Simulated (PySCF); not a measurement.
Molecule (SMILES): ClC=C.
Geometry (B3LYP-D3(BJ)/def2-TZVP, fixed):
```
C
C 1 1.3205
H 1 1.0805 2 123.94
H 2 1.0811 1 122.25 3 180.00
H 2 1.0820 4 118.23 1 180.00
Cl 1 1.7376 3 112.62 2 180.00
```

Basis-set convergence of the mean static polarisability at HF with PySCF. All functions are spherical. Density fitting with generated auxiliary sets. In sets without p functions on hydrogen, species with hydrogen take exact integrals. No added dispersion term, no relativity. Reference: the value in aug-pcseg-2, 40.26 bohr³. Deviations are taken from unrounded values. Cost is core time over that of aug-cc-pV(D+d)Z, rough, on shared machines of one kind; a dash marks a row that isn't timed (too short, read off another run, short of memory, by another algorithm or on other hardware).

```json
[
 {"basis": "3-21G", "functions": "37", "mean static polarisability (bohr³)": "25.88", "minus reference (%)": "-35.7", "cost": "-"},
 {"basis": "6-31G**", "functions": "61", "mean static polarisability (bohr³)": "29.21", "minus reference (%)": "-27.4", "cost": "-"},
 {"basis": "cc-pV(D+d)Z", "functions": "66", "mean static polarisability (bohr³)": "30.06", "minus reference (%)": "-25.3", "cost": "-"},
 {"basis": "aug-cc-pV(D+d)Z", "functions": "105", "mean static polarisability (bohr³)": "39.47", "minus reference (%)": "-2.0", "cost": "1×"},
 {"basis": "6-311++G(2d,2p)", "functions": "119", "mean static polarisability (bohr³)": "37.30", "minus reference (%)": "-7.3", "cost": "2×"},
 {"basis": "6-311++G(3df,3pd)", "functions": "179", "mean static polarisability (bohr³)": "39.60", "minus reference (%)": "-1.6", "cost": "6×"},
 {"basis": "aug-cc-pV(T+d)Z", "functions": "216", "mean static polarisability (bohr³)": "40.23", "minus reference (%)": "-0.1", "cost": "8×"},
 {"basis": "cc-pV(Q+d)Z", "functions": "264", "mean static polarisability (bohr³)": "37.59", "minus reference (%)": "-6.6", "cost": "10×"},
 {"basis": "def2-QZVPP", "functions": "274", "mean static polarisability (bohr³)": "38.26", "minus reference (%)": "-5.0", "cost": "20×"}
]
```
